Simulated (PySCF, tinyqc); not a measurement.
Worked calculation: CCD on RHF in the sto-6g basis, frozen core, for LiH, spin multiplicity 1. The lowest restricted solution is unstable here: a spin-polarised one lies 0.0136 hartree lower (PySCF). Computed by tinyqc, a small Python program that keeps every step (integrals from PySCF). Settings: charge = 0, multiplicity = 1, basis = sto-6g, method = RHF, frozen orbitals = 1, energy threshold = 1e-10, iteration cap = 65, orthogonalisation = symmetric, start = atomic densities, DIIS depth = 6, amplitude equations = CCD, DIIS depth for amplitudes = 4, cap on updates = 74. Command: `OMP_NUM_THREADS=1 python tinyqc.py 23053 23054 out.jsonl` (the two numbers bound the seeds that draw the settings). One thread of a shared host (Intel(R) Xeon(R) Processor @ 2.60GHz), about 0.1 s of CPU time with the checks. The early iterations of the SCF are left out here.

## One-electron integrals

Geometry (angstrom):
```
atom         x         y         z
Li    0.000000  0.000000  0.000000
H     0.000000  0.000000  2.340000
```

Basis sto-6g: exponents (1/bohr^2) and contraction coefficients of normalised primitives:
```
element  l (shell)    exponent  coefficient
Li           s (1)  167.175846     0.009164
Li           s (1)   30.651508     0.049361
Li           s (1)    8.575187     0.168538
Li           s (1)    2.945808     0.370563
Li           s (1)    1.143944     0.416492
Li           s (1)    0.471139     0.130334
Li           s (2)    6.597564    -0.013253
Li           s (2)    1.305830    -0.046992
Li           s (2)    0.405851    -0.033785
Li           s (2)    0.156146     0.250242
Li           s (2)    0.067814     0.595117
Li           s (2)    0.031084     0.240706
Li           p (3)    6.597564     0.003760
Li           p (3)    1.305830     0.037679
Li           p (3)    0.405851     0.173897
Li           p (3)    0.156146     0.418036
Li           p (3)    0.067814     0.425860
Li           p (3)    0.031084     0.101708
H            s (1)   35.523221     0.009164
H            s (1)    6.513144     0.049361
H            s (1)    1.822143     0.168538
H            s (1)    0.625955     0.370563
H            s (1)    0.243077     0.416492
H            s (1)    0.100112     0.130334
```

Overlap, kinetic and nuclear-attraction integrals over the contracted functions; the nuclear repulsion is the sum of Za Zb / Rab.

nuclear repulsion = 0.67843232 hartree

overlap S:
```
           1Li 1s    1Li 2s   1Li 2px   1Li 2py   1Li 2pz     2H 1s
1Li 1s   1.000000  0.235742  0.000000  0.000000  0.000000  0.013399
1Li 2s   0.235742  1.000000  0.000000  0.000000  0.000000  0.229861
1Li 2px  0.000000  0.000000  1.000000  0.000000  0.000000  0.000000
1Li 2py  0.000000  0.000000  0.000000  1.000000  0.000000  0.000000
1Li 2pz  0.000000  0.000000  0.000000  0.000000  1.000000  0.335011
2H 1s    0.013399  0.229861  0.000000  0.000000  0.335011  1.000000
```

kinetic energy T (hartree):
```
            1Li 1s     1Li 2s   1Li 2px   1Li 2py   1Li 2pz      2H 1s
1Li 1s    3.616742  -0.110723  0.000000  0.000000  0.000000  -0.005781
1Li 2s   -0.110723   0.106524  0.000000  0.000000  0.000000   0.008089
1Li 2px   0.000000   0.000000  0.320007  0.000000  0.000000   0.000000
1Li 2py   0.000000   0.000000  0.000000  0.320007  0.000000   0.000000
1Li 2pz   0.000000   0.000000  0.000000  0.000000  0.320007   0.037701
2H 1s    -0.005781   0.008089  0.000000  0.000000  0.037701   0.768522
```

nuclear attraction V (hartree):
```
            1Li 1s     1Li 2s    1Li 2px    1Li 2py    1Li 2pz      2H 1s
1Li 1s   -8.293288  -0.881673   0.000000   0.000000  -0.007959  -0.051597
1Li 2s   -0.881673  -1.419765   0.000000   0.000000  -0.080651  -0.345704
1Li 2px   0.000000   0.000000  -1.399936   0.000000   0.000000   0.000000
1Li 2py   0.000000   0.000000   0.000000  -1.399936   0.000000   0.000000
1Li 2pz  -0.007959  -0.080651   0.000000   0.000000  -1.459273  -0.509738
2H 1s    -0.051597  -0.345704   0.000000   0.000000  -0.509738  -1.917917
```

core Hamiltonian H = T + V (hartree):
```
            1Li 1s     1Li 2s    1Li 2px    1Li 2py    1Li 2pz      2H 1s
1Li 1s   -4.676546  -0.992396   0.000000   0.000000  -0.007959  -0.057378
1Li 2s   -0.992396  -1.313242   0.000000   0.000000  -0.080651  -0.337615
1Li 2px   0.000000   0.000000  -1.079929   0.000000   0.000000   0.000000
1Li 2py   0.000000   0.000000   0.000000  -1.079929   0.000000   0.000000
1Li 2pz  -0.007959  -0.080651   0.000000   0.000000  -1.139265  -0.472036
2H 1s    -0.057378  -0.337615   0.000000   0.000000  -0.472036  -1.149395
```

## Two-electron integrals

Functions are numbered as in S; the eight-fold symmetry (ij|kl) = (ji|kl) = (kl|ij) leaves the list below.

Two-electron integrals (ij|kl) in chemists' order, unique and non-zero (hartree):
```
(11|11) 1.681247   (21|11) 0.242603   (21|21) 0.044507   (22|11) 0.397190
(22|21) 0.090279   (22|22) 0.290625   (31|31) 0.009437   (32|31) 0.014261
(32|32) 0.064236   (33|11) 0.397190   (33|21) 0.090279   (33|22) 0.290625
(33|33) 0.313125   (41|41) 0.009437   (42|41) 0.014261   (42|42) 0.064236
(43|43) 0.016875   (44|11) 0.397190   (44|21) 0.090279   (44|22) 0.290625
(44|33) 0.279374   (44|44) 0.313125   (51|51) 0.009437   (52|51) 0.014261
(52|52) 0.064236   (53|53) 0.016875   (54|54) 0.016875   (55|11) 0.397190
(55|21) 0.090279   (55|22) 0.290625   (55|33) 0.279374   (55|44) 0.279374
(55|55) 0.313125   (61|11) 0.013334   (61|21) 0.002418   (61|22) 0.005042
(61|33) 0.004968   (61|44) 0.004968   (61|51) 0.000326   (61|52) 0.000695
(61|55) 0.005190   (61|61) 0.000146   (62|11) 0.065389   (62|21) 0.015240
(62|22) 0.056719   (62|33) 0.053424   (62|44) 0.053424   (62|51) 0.002389
(62|52) 0.017694   (62|55) 0.063308   (62|61) 0.001030   (62|62) 0.023391
(63|31) 0.000866   (63|32) 0.004835   (63|53) 0.002203   (63|63) 0.001103
(64|41) 0.000866   (64|42) 0.004835   (64|54) 0.002203   (64|64) 0.001103
(65|11) 0.090486   (65|21) 0.021208   (65|22) 0.080828   (65|33) 0.075331
(65|44) 0.075331   (65|51) 0.003725   (65|52) 0.027624   (65|55) 0.091822
(65|61) 0.001470   (65|62) 0.035820   (65|65) 0.055149   (66|11) 0.226107
(66|21) 0.053283   (66|22) 0.217032   (66|33) 0.199693   (66|44) 0.199693
(66|51) 0.007920   (66|52) 0.076151   (66|55) 0.251713   (66|61) 0.003662
(66|62) 0.120773   (66|65) 0.189606   (66|66) 0.774999
```

## Orthogonalisation

S = U s U^T; symmetric (Loewdin) form X = U s^(-1/2) U^T, so that X^T S X = 1.

eigenvalues of S: 0.571715  0.812824  1.000000  1.000000  1.177758  1.437703

X:
```
            1Li 1s     1Li 2s   1Li 2px   1Li 2py    1Li 2pz      2H 1s
1Li 1s    1.022261  -0.125591  0.000000  0.000000  -0.004841   0.016402
1Li 2s   -0.125591   1.045763  0.000000  0.000000   0.033971  -0.132116
1Li 2px   0.000000   0.000000  1.000000  0.000000   0.000000   0.000000
1Li 2py   0.000000   0.000000  0.000000  1.000000   0.000000   0.000000
1Li 2pz  -0.004841   0.033971  0.000000  0.000000   1.048017  -0.187587
2H 1s     0.016402  -0.132116  0.000000  0.000000  -0.187587   1.071132
```

## Iteration 9 (converged): orbitals

converged F (hartree):
```
            1Li 1s     1Li 2s   1Li 2px   1Li 2py    1Li 2pz      2H 1s
1Li 1s   -2.410595  -0.621238  0.000000  0.000000   0.013000  -0.036266
1Li 2s   -0.621238  -0.188209  0.000000  0.000000  -0.052671  -0.178440
1Li 2px   0.000000   0.000000  0.156480  0.000000   0.000000   0.000000
1Li 2py   0.000000   0.000000  0.000000  0.156480   0.000000   0.000000
1Li 2pz   0.013000  -0.052671  0.000000  0.000000   0.068591  -0.179425
2H 1s    -0.036266  -0.178440  0.000000  0.000000  -0.179425  -0.070353
```

Diagonalise F' = X^T F X, C = X C', fill 2 alpha and 2 beta electrons from the bottom; D = 2 C_occ C_occ^T. Each column has its largest component positive (the first on a tie).

F' = X^T F X (hartree):
```
           1          2         3         4          5          6
1  -2.363227  -0.339892  0.000000  0.000000   0.010926   0.022851
2  -0.339892  -0.035955  0.000000  0.000000  -0.000243  -0.178607
3   0.000000   0.000000  0.156480  0.000000   0.000000   0.000000
4   0.000000   0.000000  0.000000  0.156480   0.000000   0.000000
5   0.010926  -0.000243  0.000000  0.000000   0.141665  -0.209538
6   0.022851  -0.178607  0.000000  0.000000  -0.209538   0.039097
```

orbital energies (hartree): MO1 -2.411899, MO2 -0.221665, MO3 0.067713, MO4 0.156480, MO5 0.156480, MO6 0.347430

coefficients C:
```
               MO1        MO2        MO3       MO4        MO5        MO6
1Li 1s    0.994182  -0.138578  -0.206038  0.000000   0.000000   0.105024
1Li 2s    0.023587   0.504310   0.802671  0.000000   0.000000  -0.478368
1Li 2px   0.000000   0.000000   0.000000  0.999613  -0.027807   0.000000
1Li 2py   0.000000   0.000000   0.000000  0.027807   0.999613   0.000000
1Li 2pz  -0.004480   0.321613  -0.578921  0.000000   0.000000  -0.834327
2H 1s    -0.000908   0.617943  -0.224949  0.000000   0.000000   0.876230
```

D after iteration 9:
```
            1Li 1s     1Li 2s   1Li 2px   1Li 2py    1Li 2pz      2H 1s
1Li 1s    2.015203  -0.092873  0.000000  0.000000  -0.098044  -0.173072
1Li 2s   -0.092873   0.509770  0.000000  0.000000   0.324174   0.623227
1Li 2px   0.000000   0.000000  0.000000  0.000000   0.000000   0.000000
1Li 2py   0.000000   0.000000  0.000000  0.000000   0.000000   0.000000
1Li 2pz  -0.098044   0.324174  0.000000  0.000000   0.206910   0.397485
2H 1s    -0.173072   0.623227  0.000000  0.000000   0.397485   0.763708
```

Within a degenerate level the vectors are fixed only up to a rotation; this is one choice.

## Convergence

Stop when the energy changes by less than 1e-10 hartree and every element of the error matrix X^T (F D S - S D F) X is below 3e-06.

Course of the cycle:
```
iteration  E (hartree)     change  largest element of the error matrix
1          -7.71121019          -                             9.04e-02
2          -7.86590926  -1.55e-01                             8.34e-02
3          -7.87496539  -9.06e-03                             5.05e-02
4          -7.87971468  -4.75e-03                             7.51e-03
5          -7.88001196  -2.97e-04                             1.87e-03
6          -7.88002123  -9.27e-06                             2.55e-04
7          -7.88002134  -1.05e-07                             4.71e-05
8          -7.88002134  -4.02e-09                             1.53e-07
9          -7.88002134  -4.26e-14                             3.19e-08
```

PySCF RHF in the same basis = -7.88002134 hartree

Converged in 9 iterations.

## Integrals over molecular orbitals

(pq|rs) = sum C_ip C_jq C_kr C_ls (ij|kl), one index at a time.

one-electron integrals over orbitals h = C^T H C (hartree):
```
           1          2          3          4          5          6
1  -4.669383   0.095082   0.162879   0.000000   0.000000  -0.054893
2   0.095082  -1.255507   0.002264   0.000000   0.000000   0.059227
3   0.162879   0.002264  -1.089651   0.000000   0.000000   0.019831
4   0.000000   0.000000   0.000000  -1.079929   0.000000   0.000000
5   0.000000   0.000000   0.000000   0.000000  -1.079929   0.000000
6  -0.054893   0.059227   0.019831   0.000000   0.000000  -1.028246
```

Two-electron integrals over orbitals (pq|rs), unique and non-zero (hartree); the lowest 1 orbital is frozen and left out:
```
(22|22) 0.441815    (32|22) -0.062948   (32|32) 0.024995    (33|22) 0.210255
(33|32) 0.016561    (33|33) 0.324956    (42|42) 0.020433    (43|42) 0.020727
(43|43) 0.041689    (44|22) 0.236463    (44|32) 0.017348    (44|33) 0.278770
(44|44) 0.313125    (52|52) 0.020433    (53|52) 0.020727    (53|53) 0.041689
(54|54) 0.016875    (55|22) 0.236463    (55|32) 0.017348    (55|33) 0.278770
(55|44) 0.279374    (55|55) 0.313125    (62|22) 0.106881    (62|32) -0.048925
(62|33) -0.019020   (62|44) -0.042040   (62|55) -0.042040   (62|62) 0.133668
(63|22) -0.061106   (63|32) 0.020557    (63|33) 0.037223    (63|44) 0.010135
(63|55) 0.010135    (63|62) -0.041668   (63|63) 0.033636    (64|42) -0.017721
(64|43) -0.011288   (64|64) 0.018849    (65|52) -0.017721   (65|53) -0.011288
(65|65) 0.018849    (66|22) 0.410099    (66|32) -0.048733   (66|33) 0.238411
(66|44) 0.255593    (66|55) 0.255593    (66|62) 0.085349    (66|63) -0.045956
(66|66) 0.402472
```

## CCD: starting amplitudes

t_ij^ab = <ij||ab> / (e_i + e_j - e_a - e_b), whose energy is MP2.

Starting amplitudes (spin orbitals 1a, 1b, ...; amplitudes related by a flip of all spins are not repeated):
```
from      to          t
2a 2b  6a 6b  -0.117439
2a 2b  3a 6b   0.056991
2a 2b  3a 3b  -0.043188
2a 2b  5a 5b  -0.027017
2a 2b  4a 4b  -0.027017
```

correlation energy = -0.02345803 hartree

## CCD: amplitude update 1

t_ij^ab D_ij^ab are set to the remaining terms of the spin-orbital equations, evaluated with the old amplitudes; for the doubles these are <ij||ab> + 1/2 <ab||ef> t_ij^ef + 1/2 <mn||ij> t_mn^ab + P(ij)P(ab) <mb||ej> t_im^ae + terms in t^2, D the orbital-energy denominators.

Amplitudes after update 1 (spin orbitals 1a, 1b, ...; amplitudes related by a flip of all spins are not repeated):
```
from      to          t
2a 2b  6a 6b  -0.170144
2a 2b  3a 6b   0.088464
2a 2b  3a 3b  -0.054294
2a 2b  5a 5b  -0.023928
2a 2b  4a 4b  -0.023928
```

correlation energy = -0.03373392 hartree

## CCD: amplitude update 2

As before.

Amplitudes after update 2 (spin orbitals 1a, 1b, ...; amplitudes related by a flip of all spins are not repeated):
```
from      to          t
2a 2b  6a 6b  -0.193292
2a 2b  3a 6b   0.103232
2a 2b  3a 3b  -0.062746
2a 2b  5a 5b  -0.020289
2a 2b  4a 4b  -0.020289
```

correlation energy = -0.03833573 hartree

## CCD: convergence

E_corr = 1/4 sum <ij||ab> t_ij^ab; stop when the norm of the change is below 1e-8.

Course of the amplitude iterations:
```
update  correlation energy (hartree)  norm of the change
0                        -0.02345803                   -
1                        -0.03373392            1.40e-01
2                        -0.03833573            6.54e-02
3                        -0.04207013            3.00e-02
4                        -0.04196981            1.57e-03
5                        -0.04199169            3.70e-04
6                        -0.04199075            2.88e-05
7                        -0.04199081            2.95e-06
8                        -0.04199077            5.70e-07
9                        -0.04199077            2.82e-08
10                       -0.04199077            5.44e-09
```

Converged amplitudes (spin orbitals 1a, 1b, ...; amplitudes related by a flip of all spins are not repeated):
```
from      to          t
2a 2b  6a 6b  -0.210384
2a 2b  3a 6b   0.116771
2a 2b  3a 3b  -0.071023
2a 2b  4a 4b  -0.016343
2a 2b  5a 5b  -0.016343
```

CCD total energy = -7.92201211 hartree

Converged in 10 updates, with DIIS from the third.
